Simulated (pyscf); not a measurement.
**Four-centre exchange: H₃C–InH–CH₃ + HCl -> H₃C–In(CH₃)–Cl + H₂**

Gas phase, singlet surface, charge 0. Bonds broken: In2–H7, Cl11–H12. Bonds formed: In2–Cl11, H7–H12. Single points on ωB97X-D3(BJ)/def2-SVP structures (PySCF, gas phase).

Transition state (Å):

```xyz
12

C     -1.7160     1.8279    -0.3019
In    -0.0247     0.5346    -0.1067
C      0.5740    -1.4361    -0.6800
H     -1.5523     2.5393    -1.1257
H     -2.6363     1.2602    -0.5021
H     -1.8399     2.3965     0.6311
H      1.5001     1.5498     0.3652
H      1.1620    -1.8816     0.1355
H      1.2047    -1.3904    -1.5810
H     -0.2951    -2.0766    -0.8885
Cl     0.5405     0.6166     2.6002
H      1.2596     1.2507     1.4863
```

One imaginary mode, 854i cm⁻¹; descent along it reached the two sides named, in the forms told below.

```tsv
bond	change	reactant side (Å)	saddle	product side
In2–H7	breaks	1.751	1.892	2.8
Cl11–H12	breaks	1.287	1.470	3.0
In2–Cl11	forms	2.9	2.8	2.380
H7–H12	forms	2.7	1.185	0.763
```

Electronic energies relative to the separated reactants (kcal/mol):

```
level                   barrier  reaction energy  reverse barrier
----------------------  -------  ---------------  ---------------
ωB97X-D3(BJ)/def2-TZVP     -2.6            -33.7             31.2
PBE/def2-TZVP              -4.9            -30.3             25.4
r²SCAN/def2-TZVP           -5.6            -32.5             26.9
B3LYP-D3(BJ)/def2-TZVP     -2.4            -31.8             29.5
PBE0-D3(BJ)/def2-TZVP      -3.9            -30.7             26.9
M06-2X/def2-TZVP           -2.8            -35.0             32.2
ωB97M-D3(BJ)/def2-TZVP      0.9            -29.5             30.5
HF/def2-TZVP               12.8            -30.2             43.0
```

With ωB97M-D3(BJ)/def2-TZVP energies and thermal terms (ideal gas, 1 atm, RRHO with modes under 100 cm⁻¹ raised to 100, one conformer, R ln 2 for rigid chiral ones), in kcal/mol:

```
T (K)  ΔH‡   ΔG‡     ΔH     ΔG
-----  ---  ----  -----  -----
298    0.5  10.5  -29.5  -28.0
600    0.3  20.8  -28.9  -26.8
900    0.6  31.0  -28.6  -25.8
1200   1.0  41.0  -28.5  -24.8
```

On the reactant side the descent ends in an adduct with a Cl–In contact, 7.0 kcal/mol under the separated species and 4.5 kcal/mol under the saddle at ωB97X-D3(BJ)/def2-TZVP. At ωB97X-D3(BJ), PBE, r²SCAN, B3LYP-D3(BJ), PBE0-D3(BJ), M06-2X the saddle lies under the separated reactants, which points to a path from their complex (located at ωB97X-D3(BJ) alone). What is counted as formed (Cl–In) is already present as a longer contact in the reactant adduct; forming that adduct is a step of its own. One saddle was located; it need not be the lowest between these sides. Elements past Kr carry the def2 core potentials, without spin-orbit coupling.
